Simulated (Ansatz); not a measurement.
A made-up structure of CH₃OSi (charge -1), closed shell:

```json
{"atom": "O1", "x (Å)": "-0.4971", "y (Å)": "-1.5001", "z (Å)": "-0.8812"}
{"atom": "C2", "x (Å)": "-0.1968", "y (Å)": "-0.7986", "z (Å)": "0.4472"}
{"atom": "Si3", "x (Å)": "0.3904", "y (Å)": "1.0928", "z (Å)": "0.3459"}
{"atom": "H4", "x (Å)": "-0.7756", "y (Å)": "-2.5066", "z (Å)": "-0.6299"}
{"atom": "H5", "x (Å)": "0.4876", "y (Å)": "1.9637", "z (Å)": "-0.9792"}
{"atom": "H6", "x (Å)": "0.5915", "y (Å)": "1.7488", "z (Å)": "1.6971"}
```

It is relaxed with PBE-D4/def2-SVPD and then PBE0-D4/def2-TZVPD (Ansatz 0.2.0). Atoms count as bonded within 1.22 times the sum of their covalent radii (H–H: 0.88 Å). The end point is not checked to be a true minimum.

(1) Does its bonding change? (A judgement: the text doesn't fix the answer.)

Answers

(1) Computed: No: no bond forms or breaks.

Where it ends: The first stage lowers the energy by 0.92 eV in 12 steps. It ends as CH₃OSi ([OH][C][SiH2]), total charge -1:
```xyz
6
angstrom
O -0.4888 -1.3274 -0.7832
C -0.1370 -0.7244 0.3960
Si 0.7289 0.8642 0.2793
H -0.7621 -2.2189 -0.5565
H 0.3106 1.7916 -0.8650
H 0.3484 1.6148 1.5293
```

Labels in which every atom is bracketed show which atoms are joined, not bond orders.

For scale, one of the runs: PBE0-D4/def2-TZVPD relaxation, 147 basis functions, launched by `ansatz run in.yaml --threads 2 --pin off --events-out ev --progress --plain --max-ram 4352MiB`. Hardware: 2 CPU threads of an Arm Neoverse V1, shared host. Wall time about 27 s.
